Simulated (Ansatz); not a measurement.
# SiNH+ (doublet): the correlation ladder, 6-31G

How much of the correlation energy of SiNH+ (doublet) does each wave-function method recover here?

Computed with Ansatz 0.2.0, Gaussian basis. Level: 6-31G, core rule «outside noble gas», up to 6 orbitals frozen.

The runs, in order: UHF; CCSD(T) on ROHF; CCSD(T) on UHF; BCCD(T) on ROHF; CISD; CCSDT(Q) on ROHF; CCSDT(Q) on UHF; CISDTQ; CCSDTQ on ROHF; CCSDTQ on UHF; CASSCF and MRCISD+Q, 9 electrons in 9 orbitals; CASSCF and NEVPT2, 9 electrons in 9 orbitals; Full CI.

11 further runs of the same task are left out: 2 that didn't finish, 9 set aside as unsound or not needed.

**1. The system**

The geometry is a PBE0/def2-TZVP stationary point (not a proven minimum) of the parent state, kept for this charge and spin.

3 atoms, charge 1, spin multiplicity 2.

Atoms are counted from 1 here; the program's logs count them from 0.

Bond lengths: Si1–N2 1.557 Å, Si1–H3 1.487 Å. Angles: N2–Si1–H3 180.0°.

**2. UHF**

File in.yaml:

```yaml
crystal:
  periodic: [false, false, false]
  atoms:
    - {symbol: Si, position_ang: [0.000000, 0.000000, 0.023261]}
    - {symbol: N, position_ang: [0.000000, 0.000000, -1.533674]}
    - {symbol: H, position_ang: [0.000000, 0.000000, 1.510413]}
basis:
  gaussian: {orbitals: 6-31G}
total_charge: 1
magnetization: {spin_polarized: true, initial_magnetization: 1}
hamiltonian: {xc: hf}
output: {orbitals: {seedname: orbitals}}
```

Launch:

```
> ansatz run in.yaml --threads 1 --pin off --events-out ev --progress --plain --max-ram 2393MiB
```

Further steps of the session: CCSD(T) on ROHF; CCSD(T) on UHF; BCCD(T) on ROHF; CISD; CCSDT(Q) on ROHF; CCSDT(Q) on UHF; CISDTQ; CCSDTQ on ROHF; CCSDTQ on UHF; CASSCF and MRCISD+Q, 9 electrons in 9 orbitals; CASSCF and NEVPT2, 9 electrons in 9 orbitals; Full CI.

Before running them: what should the planned runs give, taken together? Wanted: FCI below the RHF energy; RMP2 from FCI; UMP2 from FCI; RCCSD from FCI; RCCSD(T) from FCI; UCCSD(T) from FCI; RCCSDT(Q) from FCI; UCCSDT(Q) from FCI; NEVPT2 valence from FCI.

As calculated:

```
                         quantity                                                                                             value
         FCI below the RHF energy                                                                                        -4.8148 eV
                    RMP2 from FCI                                                                                   +14.23 kcal/mol
                    UMP2 from FCI                                                                                   +32.44 kcal/mol
                   RCCSD from FCI                                                                                    +5.93 kcal/mol
                RCCSD(T) from FCI                                                                                    +1.41 kcal/mol
                UCCSD(T) from FCI                                                                                    +1.88 kcal/mol
               RCCSDT(Q) from FCI                                                                                    +0.05 kcal/mol
               UCCSDT(Q) from FCI                                                                                    -0.23 kcal/mol
          NEVPT2 valence from FCI                                                                                    +6.52 kcal/mol
        MRCISD+Q valence from FCI                                                                                    +0.44 kcal/mol
levels within 1 kcal/mol (43 meV)  RCCSDT, UCCSDT, CISDTQ, RCCSDT(Q), UCCSDT(Q), RCCSDTQ, UCCSDTQ, MRCISD valence, MRCISD+Q valence
                    T1 diagnostic                                                                                             0.035
   effectively unpaired electrons                                                                                              1.14
```

What this shows: RCCSD(T) lands +1.41 kcal/mol from the yardstick (1.3 % of the correlation energy). CCSD(T) misses by +1.41 kcal/mol on the restricted determinant and by +1.88 kcal/mol on the unrestricted one; the two need not hold the same state or core. UCCSDT(Q) falls below full CI: unrestricted runs freeze a spin-polarised core, another one than full CI's, and coupled cluster isn't variational. One determinant dominates. Of the multireference levels listed MRCISD+Q valence comes nearest in total energy (+0.44 kcal/mol), which doesn't show that its space is the better one. These misses are within one basis, not against nature; the frozen cores of restricted and unrestricted runs differ, which can shift their rows.
